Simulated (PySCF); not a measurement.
Molecule: SMILES FC1=CCC=C1, C₅H₅F.

Bonds (- single, = double, # triple, : aromatic): F1-C2 1.324 Å, C2=C3 1.347 Å, C3-C4 1.495 Å, C4-C5 1.498 Å, C5=C6 1.348 Å, C6-C2 1.459 Å. C3 carries H7; C4 carries H8, H9; C5 carries H10; C6 carries H11.

Spin–spin couplings on one PBE0-D3(BJ)/def2-SVP geometry, PySCF, gas phase, non-relativistic, equivalent pairs averaged (spin–dipole term only in couplings to heteroatoms); isotopes 19F, 13C, 1H; basis pcJ-1.

**Question.** How do the couplings (Hz) change with the functional? Times are CPU seconds on shared hosts with different chips, so compare them loosely.

**Answer.** 
| functional | functions | 1J(F1,C2) | 1J(C3,H7) | 1J(C5,H10) | 1J(C6,H11) | 1J(C4,H8) | 1J(C2,C3) | 1J(C5,C6) | core-s |
| --- | --- | --- | --- | --- | --- | --- | --- | --- | --- |
| LDA | 212 | -353.6 | 143.8 | 143.0 | 138.7 | 101.6 | 68.6 | 53.8 | 23 |
| PBE | 212 | -369.3 | 169.2 | 167.7 | 163.3 | 122.0 | 80.7 | 65.4 | 32 |
| KT2 | 212 | -377.8 | 182.5 | 180.5 | 175.3 | 129.0 | 68.1 | 54.7 | 33 |
| B3LYP | 212 | -341.1 | 184.8 | 182.7 | 178.1 | 133.4 | 89.0 | 72.9 | 39 |
| PBE0 | 212 | -339.6 | 175.5 | 174.0 | 169.6 | 126.4 | 87.4 | 71.2 | 35 |
| B97-2 | 212 | -327.8 | 168.1 | 166.8 | 162.4 | 119.7 | 85.2 | 70.1 | 34 |
| BHandHLYP | 212 | -312.3 | 200.1 | 198.1 | 193.3 | 144.2 | 105.6 | 87.7 | 39 |
| CAM-B3LYP | 212 | -327.4 | 181.9 | 180.1 | 176.0 | 131.3 | 88.5 | 71.9 | 48 | Left out for a near triplet instability: HF/pcJ-1.
